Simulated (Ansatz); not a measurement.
**C₂H₂OS (SMILES C#CSO): single points off equilibrium**

The task here is to estimate one member of a computed series from the others.

The runs use Ansatz 0.2.0, Gaussian basis; single points in def2-TZVPP.

Cores are frozen in the correlated methods.

## Where the work starts

SMILES `C#CSO`, 6 atoms, charge 0, spin multiplicity 1.

Atoms are counted from 1 here; the program's logs count them from 0.

Bond lengths: C1–C2 1.372 Å, C1–H5 1.114 Å, C2–S3 1.647 Å, S3–O4 1.821 Å, O4–H6 0.871 Å. Angles: C2–C1–H5 164.0°, C1–C2–S3 164.4°, C2–S3–O4 106.1°, S3–O4–H6 104.9°.

Geometry (Å):

```
C     1.72190   -0.16130   -0.47260
C     0.64710   -0.49850    0.31040
S    -0.85800   -0.88100    0.85830
O    -2.02030    0.13740   -0.10520
H     2.75000    0.04380   -0.84920
H    -2.16300    0.84110    0.38750
```

The first run:

Contents of run/in.yaml:

```yaml
crystal:
  periodic: [false, false, false]
  atoms:
    - {symbol: C, position_ang: [1.721900, -0.161300, -0.472600]}
    - {symbol: C, position_ang: [0.647100, -0.498500, 0.310400]}
    - {symbol: S, position_ang: [-0.858000, -0.881000, 0.858300]}
    - {symbol: O, position_ang: [-2.020300, 0.137400, -0.105200]}
    - {symbol: H, position_ang: [2.750000, 0.043800, -0.849200]}
    - {symbol: H, position_ang: [-2.163000, 0.841100, 0.387500]}
basis:
  gaussian: {orbitals: def2-TZVPP}
correlation: {method: ccsd_t}
output: {forces: true}
```

No record of the launch command was kept for these runs.

Steps of the session up to this table: CCSD(T)/def2-TZVPP; PBE0-D4/def2-TZVPP; wB97M-V/def2-TZVPP; r2SCAN-D4/def2-TZVPP; PBE-D4/def2-TZVPP; r2SCAN0-D4/def2-TZVPP; LC-wPBE/def2-TZVPP.

One of the session's tables, all rows but one given; the rest of the session is left out.

```
    method  RMS force component (eV/Å)  angle to CCSD(T) forces (°)  dipole (D)
   CCSD(T)                       3.738                    reference        1.57
   PBE0-D4                       3.911                          5.1        1.58
   wB97M-V                       4.090                          5.1        1.60
 r2SCAN-D4                       3.725                          5.0        1.54
    PBE-D4                       3.680                          5.5        1.47
r2SCAN0-D4                       3.939                          6.6        1.61
   LC-wPBE                           ?                            ?           ?
```

Q: Estimate the row for LC-wPBE from the others.

The run gave: RMS force component (eV/Å): 4.299; angle to CCSD(T) forces (°): 7.0; dipole (D): 1.68. In the column «RMS force component (eV/Å)» it is the highest.
